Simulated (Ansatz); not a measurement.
# SnPd: computed properties

Theory: DFT PBEsol, scalar-relativistic, plane waves, PAW (Ansatz).

Settings: cutoff 420 eV, Γ-centred mesh 6×10×6 on the computed 8-atom cell, Gaussian smearing of 0.10 eV; no spin polarisation.

The structure is relaxed at this level of theory with its symmetry kept. Whether it is the stable form of this composition wasn't checked.

```xyz
8
Lattice="6.1273 0.0000 0.0000 0.0000 3.9305 0.0000 0.0000 0.0000 6.2983" Properties=species:S:1:pos:R:3 pbc="T T T"
Sn    4.9697    2.9478    3.7528
Sn    1.1577    0.9826    2.5455
Sn    4.2214    0.9826    0.6037
Sn    1.9060    2.9478    5.6947
Pd    6.0554    2.9478    1.1711
Pd    0.0719    0.9826    5.1272
Pd    3.1356    0.9826    4.3203
Pd    2.9918    2.9478    1.9780
```

Formation energy from the elements' standard states (uncorrected)?

-0.563 eV/atom.

Density of states at the Fermi level?

1.84 states/eV per cell.

Löwdin character within 0.5 eV of the Fermi level?

Sn 5p 53 %, Pd 4d 28 %, Sn 5s 14 %, unprojected 5 %.

Bulk modulus?

115 GPa.

Its pressure derivative?

5.2.

Bader charges (e)?

Sn (4 in the cell) 0.60, Pd (4 in the cell) -0.60.

Cost: 6 runs of about 39 core-minutes in all, on Arm Neoverse V2 (shared hosts).